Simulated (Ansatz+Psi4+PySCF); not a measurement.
**doublet HOF(+): levels of theory in one basis**

```yaml
atoms:
  - { symbol: O, position_ang: [0.0000, -0.0046, 0.0052] }
  - { symbol: H, position_ang: [0.0000, 0.7259, 0.6394] }
  - { symbol: F, position_ang: [0.0000, -1.0747, 0.9444] }
```

Basis set: cc-pVTZ (spherical functions). Frozen core: 2 orbitals. Correlation on ROHF uses semicanonical orbitals with singles. Charge 1, multiplicity 2.

Computed with Ansatz (development build ahead of 0.2.0) and Psi4 1.11; each method stands on the lowest determinant of its kind that the runs found.

| method | E − E(ROHF) (eV) | <S²> of the determinant |
| --- | --- | --- |
| ROHF | 0.00 | 0.75 |
| UHF | -0.40 | 1.01 |
| ROHF-MP2 | -12.63 | – |

(1) What does UHF-MP2 give on the same scale?

Results:

(1) -11.93 eV.

Caution for UHF, UHF-MP2: the unrestricted determinant is spin contaminated.
